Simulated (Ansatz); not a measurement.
# Worked example: HB–NH⁺, quartet against HB–NH, triplet

Geometry (PBE0/def2-TZVP stationary point of a triplet), kept for both states (HB–NH, triplet: A'; HB–NH⁺, quartet: A''):

```xyz
4

B     0.0000   -0.1240    0.7739
N     0.0000   -0.0224   -0.5980
H     0.0000    0.9564    1.3306
H     0.0000    0.6853   -1.3215
```

Basis cc-pVDZ; Ansatz 0.2.0. Only valence electrons are correlated (noble-gas cores frozen). Prefix R: restricted or restricted open-shell reference; prefix U: unrestricted.

Full CI isn't at hand for all of this; UCCSDT(Q) serves as the reference, and is uncertain by about the last step of the cluster series.

```
    level  E(HB–NH, triplet) (hartree)  E(HB–NH⁺, quartet) (hartree)
      UHF                   -80.194204                    -79.841326
     UMP2                   -80.390918                    -79.986697
 UCCSD(T)                   -80.426848                    -80.022192
      PBE                   -80.545239                    -80.128671
  wB97M-V                   -80.611653                    -80.199483
UCCSDT(Q)                   -80.428697                    -80.023284
```

Give the vertical gap, HB–NH⁺ quartet less HB–NH triplet, at each level in eV (1 hartree = 27.2114 eV), and each error against UCCSDT(Q).

UCCSDT(Q): (-80.023284 − (-80.428697)) × 27.2114 = 11.032 eV (the reference)
wB97M-V: (-80.199483 − (-80.611653)) × 27.2114 = 11.216 eV, error 0.184 eV
PBE: (-80.128671 − (-80.545239)) × 27.2114 = 11.335 eV, error 0.303 eV
UCCSD(T): (-80.022192 − (-80.426848)) × 27.2114 = 11.011 eV, error -0.021 eV
UMP2: (-79.986697 − (-80.390918)) × 27.2114 = 10.999 eV, error -0.033 eV
UHF: (-79.841326 − (-80.194204)) × 27.2114 = 9.602 eV, error -1.430 eV

Total energies of functionals can't be set beside those of wave-function methods, since they hold the core's correlation and their own absolute errors; only the differences compare.

In so small a basis the reference is far from its limit while semilocal and hybrid functionals are nearer theirs, so the functionals' errors here hold much of the reference's basis and frozen-core error, which can add to them or hide them.

Each level lands on the state that its own search finds. T1 diagnostics of restricted CCSD: 0.028 and 0.033.
